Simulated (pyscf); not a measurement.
Four-centre exchange: H₂Se + titanium tetrachloride (Cl–Ti(Cl)(Cl)–Cl) -> Cl–Ti(Cl)(Cl)–SeH + hydrogen chloride (HCl)

Gas phase, singlet surface, charge 0. Bonds broken: Se1–H2, Cl4–Ti5. Bonds formed: Se1–Ti5, H2–Cl4. Single points on ωB97X-D3(BJ)/def2-SVP structures (PySCF, gas phase).

Transition state (Å):

```xyz
8

Se     0.6371     1.4514     0.3463
H      0.4677     0.5168    -1.1499
H      1.8235     0.7904     0.9046
Cl    -0.3191    -0.6050    -1.7984
Ti    -0.7008    -0.7242     0.7153
Cl     0.2747    -2.6448     0.7183
Cl    -2.8231    -0.7973     0.3958
Cl    -0.6160    -0.2831     2.8359
```

One imaginary mode, 646i cm⁻¹; descent along it reached the two sides named, in the forms told below.

```tsv
bond	change	reactant side (Å)	saddle	product side
Se1–H2	breaks	1.467	1.772	3.7
Cl4–Ti5	breaks	2.178	2.545	3.0
Se1–Ti5	forms	2.8	2.581	2.376
H2–Cl4	forms	3.2	1.516	1.288
```

Electronic energies relative to the separated reactants (kJ/mol):

```tsv
level	barrier	reaction energy	reverse barrier
ωB97X-D3(BJ)/def2-TZVP	67.7	+37.8	29.8
PBE/def2-TZVP	73.4	+48.7	24.7
r²SCAN/def2-TZVP	76.2	+50.7	25.6
B3LYP-D3(BJ)/def2-TZVP	81.4	+48.1	33.4
PBE0-D3(BJ)/def2-TZVP	70.9	+45.8	25.1
M06-2X/def2-TZVP	88.3	+47.0	41.3
ωB97M-D3(BJ)/def2-TZVP	98.3	+51.1	47.1
HF/def2-TZVP	182.8	+63.7	119.1
```

With ωB97M-D3(BJ)/def2-TZVP energies and thermal terms (ideal gas, 1 atm, RRHO with modes under 100 cm⁻¹ raised to 100, one conformer, R ln 2 for chiral ones without a mode under 150 cm⁻¹), in kJ/mol:

| T (K) | ΔH‡ | ΔG‡ | ΔH | ΔG |
|---|---|---|---|---|
| 298 | 92.6 | 135.4 | +51.7 | +46.8 |
| 600 | 95.6 | 177.6 | +54.2 | +40.9 |
| 900 | 99.3 | 217.8 | +55.9 | +33.8 |
| 1200 | 102.9 | 256.8 | +57.3 | +26.3 |

On the reactant side the descent ends in an adduct with a Se–Ti contact, 36.5 kJ/mol under the separated species and 104.2 kJ/mol under the saddle at ωB97X-D3(BJ)/def2-TZVP. What is counted as formed (Se–Ti) is already present as a longer contact in the reactant adduct; forming that adduct is a step of its own. This is the saddle that the search found; another between the same sides may lie lower. Elements up to Kr have no core potential and no relativistic terms here.
